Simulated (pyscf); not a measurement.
Concerted two-bond exchange: F–Ga [singlet] + NH₃ → HN=Ga–F + H₂

Gas phase, singlet surface, charge 0. Bonds broken: N3–H4, N3–H5. Bonds formed: Ga1–N3, H4–H5. Single points on ωB97X-D3(BJ)/def2-SVP structures (PySCF, gas phase).

Transition state (Å):

```xyz
6

Ga     0.2168     0.7491     0.8518
F      0.6156    -0.0816     2.3544
N     -1.1166     0.1238    -0.3350
H     -1.5286    -0.9942    -0.7650
H     -2.4187    -0.9354    -0.8433
H     -1.2241     0.6990    -1.1798
```

One imaginary mode, 1171i cm⁻¹; descent along it reached the two sides named, in the forms told below.

```
bond    change  reactant side (Å)  saddle  product side
------  ------  -----------------  ------  ------------
N3–H4   breaks              1.020   1.267         2.476
N3–H5   breaks              1.023   1.754           3.2
Ga1–N3   forms              2.462   1.891         1.704
H4–H5    forms              1.657   0.896         0.764
```

Electronic energies relative to the separated reactants (eV):

| level | barrier | reaction energy | reverse barrier |
|---|---|---|---|
| ωB97X-D3(BJ)/def2-TZVP | 4.17 | +2.79 | 1.38 |
| PBE/def2-TZVP | 3.35 | +2.61 | 0.74 |
| r²SCAN/def2-TZVP | 3.45 | +2.56 | 0.89 |
| B3LYP-D3(BJ)/def2-TZVP | 3.75 | +2.84 | 0.91 |
| PBE0-D3(BJ)/def2-TZVP | 3.77 | +2.82 | 0.95 |
| M06-2X/def2-TZVP | 4.03 | +2.78 | 1.26 |
| ωB97M-D3(BJ)/def2-TZVP | 4.22 | +2.97 | 1.24 |
| HF/def2-TZVP | 5.13 | +3.38 | 1.75 |

With ωB97M-D3(BJ)/def2-TZVP energies and thermal terms (ideal gas, 1 atm, RRHO with modes under 100 cm⁻¹ raised to 100, one conformer, R ln 2 for chiral ones without a mode under 150 cm⁻¹), in eV:

```json
[
 {"T (K)": "298", "ΔH‡": "3.94", "ΔG‡": "4.30", "ΔH": "+2.69", "ΔG": "+2.73"},
 {"T (K)": "600", "ΔH‡": "3.98", "ΔG‡": "4.66", "ΔH": "+2.75", "ΔG": "+2.75"},
 {"T (K)": "900", "ΔH‡": "4.03", "ΔG‡": "4.99", "ΔH": "+2.80", "ΔG": "+2.74"},
 {"T (K)": "1200", "ΔH‡": "4.07", "ΔG‡": "5.30", "ΔH": "+2.84", "ΔG": "+2.71"}
]
```

On the reactant side the descent ends in a bound adduct, 0.51 eV under the separated species and 4.69 eV under the saddle at ωB97X-D3(BJ)/def2-TZVP. The same reactants have a lower exit, to H₂N–GaH–F (barrier +2.51 eV at ωB97M-D3(BJ)/def2-TZVP, against +4.22 eV here). This is the saddle that the search found; another between the same sides may lie lower. A restricted solution here is unstable towards spin polarisation, so biradical character is likely and single-reference numbers are less safe. Elements up to Kr have no core potential and no relativistic terms here.
